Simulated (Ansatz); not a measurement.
# H5Si2: the cost of one run

Method: CCSD(T) on unrestricted Hartree-Fock, Gaussian basis cc-pV(T+d)Z, in Ansatz 0.2.0.

**1. The system as given**

Bond lengths: Si1–Si2 2.246 Å, Si1–H3 1.512 Å, Si1–H4 1.514 Å, Si1–H5 1.506 Å, Si2–H6 1.486 Å, Si2–H7 1.521 Å. Angles: Si1–Si2–H6 111.8°, Si1–Si2–H7 112.6°, H6–Si2–H7 107.0°, Si2–Si1–H3 110.2°, Si2–Si1–H4 110.7°, Si2–Si1–H5 112.0°, H3–Si1–H4 106.0°, H3–Si1–H5 108.8°, H4–Si1–H5 108.9°.

As a file:

```xyz
7

Si   -0.9076    0.0599   -0.0414
Si    1.2482   -0.4990    0.2506
H    -1.5996   -0.9621   -0.9152
H    -1.6472    0.0480    1.2799
H    -1.0571    1.4195   -0.6718
H     1.9565    0.4705    1.1255
H     2.0192   -0.5625   -1.0592
```

**2. Relaxing the atoms: H5Si2**

input.yaml

```yaml
relax:
  f_tol: 0.001
  max_steps: 200
crystal:
  periodic: [false, false, false]
  atoms:
    - { symbol: Si, position_ang: [-0.90763, 0.05989, -0.04137] }
    - { symbol: Si, position_ang: [1.24815, -0.49903, 0.25059] }
    - { symbol: H, position_ang: [-1.59957, -0.96209, -0.91515] }
    - { symbol: H, position_ang: [-1.64719, 0.04801, 1.27987] }
    - { symbol: H, position_ang: [-1.05714, 1.41947, -0.6718] }
    - { symbol: H, position_ang: [1.95654, 0.47047, 1.12554] }
    - { symbol: H, position_ang: [2.01922, -0.56251, -1.05918] }
magnetization:
  spin_polarized: true
  initial_magnetization: 1
basis:
  gaussian: { orbitals: "cc-pV(T+d)Z.json" }
hamiltonian:
  xc: hf
correlation:
  method: ccsd_t
scf:
  lower_state_search: "off"
```

Run with:

```sh
$ ansatz run input.yaml --threads 4 --pin off --max-ram 14336MiB --backend cpu --events-out ev --progress --plain --runs-dir out
```

**Question.** How long does this run take on 4 threads of Intel Xeon Platinum 8375C at 2.90GHz (Ice Lake), shared host, and how much memory does it need?

About 9.2 min, with a peak of 3.7 GiB.
